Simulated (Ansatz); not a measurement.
**B₂H₄O: up Jacob's ladder to CCSD(T)**

An exercise on one series of results from a longer session: the logs are not shown, and one member is left open.

The runs use Ansatz 0.2.0, Gaussian basis; functionals in def2-TZVPP, the program's frozen cores in correlated methods.

Plan: LDA (SPW92), PBE-D4, revPBE-D4, BLYP-D4, r2SCAN-D4, B97M-V, PBE0-D4, B3LYP-D4, r2SCANh-D4, r2SCAN0-D4, HSE06-D4, BHLYP-D4, CAM-B3LYP-D4, LC-ωPBE, ωB97X-V, ωB97M-V, B2PLYP, PBE-QIDH; CCSD(T)/def2-SVP; CCSD(T)/def2-TZVPP; CCSD(T)/def2-QZVPP; extrapolation to the limit; RPA on PBE.

## The relaxed structure

An earlier PBE0-D4 in a triple-zeta def2 set relaxation fixed the geometry.

SMILES `BOB`, 7 atoms, charge 0, spin multiplicity 1.

Atoms are counted from 1 here; the program's logs count them from 0.

Bond lengths: B1–O2 1.365 Å, B1–H4 1.199 Å, B1–H5 1.196 Å, O2–B3 1.365 Å, B3–H6 1.196 Å, B3–H7 1.199 Å. Angles: O2–B1–H4 119.7°, O2–B1–H5 117.4°, H4–B1–H5 122.9°, B1–O2–B3 124.6°, O2–B3–H6 117.4°, O2–B3–H7 119.7°, H6–B3–H7 122.9°.

The first run:

File in.yaml:

```yaml
crystal:
  periodic: [false, false, false]
  atoms:
    - {symbol: B, position_ang: [-1.059763, 0.214347, -0.528894]}
    - {symbol: O, position_ang: [-0.163257, 0.458586, 0.471655]}
    - {symbol: B, position_ang: [1.049218, -0.157401, 0.593875]}
    - {symbol: H, position_ang: [-0.796746, -0.590791, -1.377960]}
    - {symbol: H, position_ang: [-2.085768, 0.827796, -0.510366]}
    - {symbol: H, position_ang: [1.734628, 0.155936, 1.521984]}
    - {symbol: H, position_ang: [1.382989, -0.976672, -0.215894]}
basis:
  gaussian: {orbitals: def2-TZVPP}
hamiltonian: {xc: lda}
output: {orbitals: {seedname: orbitals}}
```

Command:

```
ansatz run in.yaml --threads 4 --pin off --events-out ev --progress --plain --max-ram 10444MiB
```

Steps of the session up to this table: LDA; PBE-D4 (GGA); revPBE-D4 (GGA); BLYP-D4 (GGA); r2SCAN-D4 (meta-GGA); B97M-V (meta-GGA); B3LYP-D4 (hybrid); r2SCANh-D4 (hybrid); r2SCAN0-D4 (hybrid); HSE06-D4 (hybrid); BHLYP-D4 (hybrid); CAM-B3LYP-D4 (range-separated); LC-ωPBE (range-separated); ωB97X-V (range-separated); ωB97M-V (range-separated); B2PLYP (double hybrid); PBE-QIDH (double hybrid).

One table of the session follows, with a row left open; its other results are not shown here.

It belongs to the step «Orbital energies across the functionals». 

| functional | HOMO (eV) | LUMO (eV) | gap (eV) |
| --- | --- | --- | --- |
| LDA (SPW92) | -7.26 | -3.01 | 4.24 |
| PBE-D4 | ? | ? | ? |
| revPBE-D4 | -7.16 | -2.56 | 4.60 |
| BLYP-D4 | -7.13 | -2.53 | 4.60 |
| r2SCAN-D4 | -7.50 | -2.21 | 5.28 |
| B97M-V | -7.65 | -2.34 | 5.31 |
| PBE0-D4 | -8.68 | -1.58 | 7.11 |
| B3LYP-D4 | -8.49 | -1.82 | 6.66 |
| r2SCANh-D4 | -8.05 | -1.84 | 6.22 |
| r2SCAN0-D4 | -8.89 | -1.29 | 7.60 |
| HSE06-D4 | -8.28 | -1.96 | 6.31 |
| BHLYP-D4 | -10.15 | -0.44 | 9.71 |
| CAM-B3LYP-D4 | -10.16 | -0.46 | 9.70 |
| LC-ωPBE | -11.50 | 0.78 | 12.27 |
| ωB97X-V | -11.17 | 0.70 | 11.87 |
| ωB97M-V | -11.07 | 0.42 | 11.49 |

Estimate the missing values for PBE-D4.

The run gave: HOMO (eV): -7.19; LUMO (eV): -2.68; gap (eV): 4.51. In the column «HOMO (eV)» it lies between LDA (SPW92) (-7.26) and revPBE-D4 (-7.16).
